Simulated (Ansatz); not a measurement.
```yaml
crystal:
  periodic: [false, false, false]
  atoms:
    - {symbol: C, position_ang: [0.000000, 0.000000, 0.000000]}
    - {symbol: C, position_ang: [0.000000, 0.000000, 1.413600]}
basis:
  gaussian: {orbitals: def2-TZVP}
total_charge: 1
magnetization: {spin_polarized: true, initial_magnetization: 3}
hamiltonian: {xc: pbe0}
relax: {f_tol: 0.004, max_steps: 80}
```

```sh
$ ansatz run in.yaml --threads 1 --pin off --events-out ev --progress --plain --max-ram 2176MiB
```

Steps of the relaxation (energy above the last step; positions in Å, forces in eV/Å):

```
2
step 1, 2.9 meV
C     0.000    0.000    0.000    0.000    0.000    0.473
C     0.000    0.000    1.414    0.000    0.000   -0.473
```

```
2
step 2, 0.3 meV
C     0.000    0.000    0.004    0.000    0.000    0.166
C     0.000    0.000    1.410    0.000    0.000   -0.166
```

```
2
step 3, 0.0 meV
C     0.000    0.000    0.006    0.000    0.000   -0.004
C     0.000    0.000    1.408    0.000    0.000    0.004
```

```
2
step 5, 0.0 meV
C     0.000    0.000    0.006    0.000    0.000    0.000
C     0.000    0.000    1.408    0.000    0.000    0.000
```

Close pairs at the end: C1–C2 1.402 Å.

A stationary point of unrestricted PBE0 after 5 steps, with ⟨S²⟩ = 3.753 against 3.75 for a pure state. 4 s on 1 thread of Arm Neoverse V2, shared host.
